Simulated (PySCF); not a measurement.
Species: C₂H₂N (doublet state).
Bonds: C1–C2, C2–N3 (triple). Hydrogens: H4, H5 on C1.

The species is `[CH2]C#N` [radical].

Method: PySCF 2.14.0, UKS B3LYP, pcH-1 on C H N, non-relativistic, mean-field spin-orbit, GIAO. Isolated species at its GFN2-xTB geometry, gas phase. The geometry wasn't refined by DFT: couplings that depend on bond lengths, twists or pyramidal angles can differ widely from those at the functional's own minimum.

Problem. Predict the first-order ENDOR lines of N3 and H4/H5 under fast tumbling at B = 346.2 mT (X band).

Solution. ν± = |νn ± a/2|, one line for each electron-spin manifold; νn = |g_N| × 7.62259 MHz/T × B.

```csv
nuclei,isotope,g_N,νn (MHz),a_iso (MHz),lower line (MHz),upper line (MHz)
N3,14N,0.4038,1.07,10.05,3.96,6.09
H4/H5,1H,5.5857,14.74,-57.57,14.04,43.52
```

Problem. Which pairs are centred on the nuclear Larmor frequency, and which on half the coupling?

Solution. No pair is centred on νn. Centred on |a|/2 and split by 2νn: N3 and H4/H5.

Problem. At what field would the lower line of H4/H5 fall to zero frequency?

Solution. Where νn = |a|/2, that is B = 28.78 MHz/(5.5857 × 7.62259 MHz/T) = 676 mT, as far as first order holds there.
